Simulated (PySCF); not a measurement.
# How methods differ on the electron affinity of P

P⁻ [Ne] 3s2 3p4 (3P) → P [Ne] 3s2 3p3 (4S), as a difference of total energies. Calculation: PySCF 2.14, in dyall-av3z; the non-relativistic Hamiltonian (point nucleus). Correlated levels: valence: [Ne] frozen; virtual orbitals above 40 to 60 times the deepest correlated orbital energy dropped. The calculations carry no spin-orbit coupling.

Question: Order these methods by the electron affinity they give, lowest first.
A. B2PLYP
B. MP2 (valence)
C. CAM-B3LYP
D. PBE0

Answer: B (0.468 eV), A (0.750 eV), D (0.786 eV), C (0.890 eV).

A first-order spin-orbit estimate (lowest level to lowest level, LS coupling) adds 0.012 eV.

Errors of the correlated levels include the incompleteness of this basis and the frozen core.

A negative affinity means that the anion lies above the atom at that level of theory.

In the anion the highest occupied orbital energy is positive at LDA, PBE, PBE0, r2SCAN, TPSSh, B2PLYP, BP86, a self-interaction effect; the basis confines that electron, and the energy difference can still be sensible.

For comparison: 0.747 eV (measured; photodetachment measurements, as compiled on the Wikipedia data page of electron affinities).
